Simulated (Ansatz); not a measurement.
Relaxation of CH5SSi (8 atoms, charge 1, multiplicity 1), to a largest force component of 0.02 eV/Å in at most 50 steps.

The calculation used RKS PBE0-D4/def2-SVP in Ansatz.

```xyz
8
Properties=species:S:1:pos:R:3:forces:R:3
C -0.785 1.056 -0.472 0.18 -0.36 -0.08
S 0.185 0.636 1.040 0.24 -0.33 0.27
Si 0.977 -1.253 0.649 -0.51 0.85 -0.11
H -1.599 0.353 -0.606 -0.38 -0.26 -0.03
H -0.139 1.093 -1.341 0.27 0.09 -0.38
H -1.185 2.045 -0.271 -0.08 0.42 0.25
H 2.254 -1.448 -0.023 0.53 0.01 -0.20
H 0.293 -2.483 1.025 -0.25 -0.41 0.28
```

**Question.** Where does it end, and by what steps?

**Answer.** The forces met the threshold. The force dipped under the threshold on the way, but the program's further checks kept it going. Limits of this set-up: the dipole of an ion depends on the origin. After 20 steps the energy has fallen by 0.886 eV; S2 moved furthest, 1.12 Å.

```
step  energy less start (eV)  largest force component (eV/Å)  accepted
   0                  0.0000                           0.850       yes
   1                 -0.0369                           0.403       yes
   2                 -0.0564                           0.126       yes
   3                 -0.1494                           0.695       yes
   4                 -0.3390                           0.807       yes
   5                 -0.5289                           0.720       yes
   6                 -0.7031                           0.683       yes
   7                 -0.8366                           0.538       yes
   8                 -0.8348                           0.554        no
   9                 -0.8730                           0.128       yes
  10                 -0.8774                           0.080       yes
  11                 -0.8797                           0.099       yes
  12                 -0.8808                           0.106       yes
  13                 -0.8585                           0.759        no
  14                 -0.8816                           0.111       yes
  15                 -0.8847                           0.014       yes
  16                 -0.8846                           0.122        no
  17                 -0.8851                           0.027       yes
  18                 -0.8852                           0.104       yes
  19                 -0.8857                           0.046       yes
  20                 -0.8858                           0.017       yes
```

```xyz
8
Properties=species:S:1:pos:R:3
C -0.725 1.043 -0.514
S -0.703 -0.049 0.955
Si 0.868 -1.299 0.681
H -1.677 0.854 -1.031
H 0.124 0.865 -1.186
H -0.702 2.071 -0.130
H 1.720 -1.194 -0.525
H 1.095 -2.292 1.750
```

Run time: 31 s on 1 thread of Intel(R) Xeon(R) 6975P-C (Granite Rapids) (shared host), peak memory 0.17 GiB.
